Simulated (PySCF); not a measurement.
# Si₃H₆: magnetic properties

The task here is to estimate one member of a computed series from the others.

Computed with PySCF 2.14.0 and routines of our own; the level stands in each step. Atoms count from 0.

## The system as given

9 atoms, charge 0, multiplicity 1; geometry from: GFN2-xTB.

Set-up of the first run:

Job settings and geometry (Å):

```
{"job": {"xc": "PBE0", "basis": "def2-SVP", "d3": "d3bj", "grid": 1, "kind": "geom"}, "charge": 0, "multiplicity": 1}
Si    -0.782057    -1.098915     0.075675
Si     1.325497    -0.129049    -0.237128
Si    -0.541217     1.228204     0.153784
H     -1.100255    -1.877209     1.276867
H     -1.496652    -1.757247    -1.022319
H      1.996327    -0.156664    -1.540473
H      2.395158    -0.277699     0.754568
H     -0.693387     1.976614     1.405231
H     -1.089853     2.097958    -0.891385
```

Run with:

```console
> OMP_NUM_THREADS=1 python excited_run.py task.json out
```

One launch serves the whole session: the jobs run in the order shown.

Steps of the session up to this table: Geometry optimisation at PBE0-D3(BJ)/def2-SVP; Magnetic properties: GIAO B97-2/aug-pcSseg-1; Magnetic properties: GIAO BHandHLYP/aug-pcSseg-1; Magnetic properties: GIAO HSE06/aug-pcSseg-1; Magnetic properties: GIAO CAM-B3LYP/aug-pcSseg-1; Magnetic properties: GIAO wB97X/aug-pcSseg-1; Magnetic properties: GIAO wB97X-D/aug-pcSseg-1.

One table of the session follows, with a row left open; its other results are not shown here.

| level | gap (eV) |
| --- | --- |
| GIAO B97-2/aug-pcSseg-1 | ? |
| GIAO BHandHLYP/aug-pcSseg-1 | 7.72 |
| GIAO HSE06/aug-pcSseg-1 | 5.14 |
| GIAO CAM-B3LYP/aug-pcSseg-1 | 8.21 |
| GIAO wB97X/aug-pcSseg-1 | 10.05 |
| GIAO wB97X-D/aug-pcSseg-1 | 9.36 |

Estimate the missing values for GIAO B97-2/aug-pcSseg-1.

As computed: gap (eV): 5.66. In the column «gap (eV)» it lies between GIAO HSE06/aug-pcSseg-1 (5.14) and GIAO BHandHLYP/aug-pcSseg-1 (7.72).

Caveats from the session: Vibrational averaging and real surroundings are missing from these values.
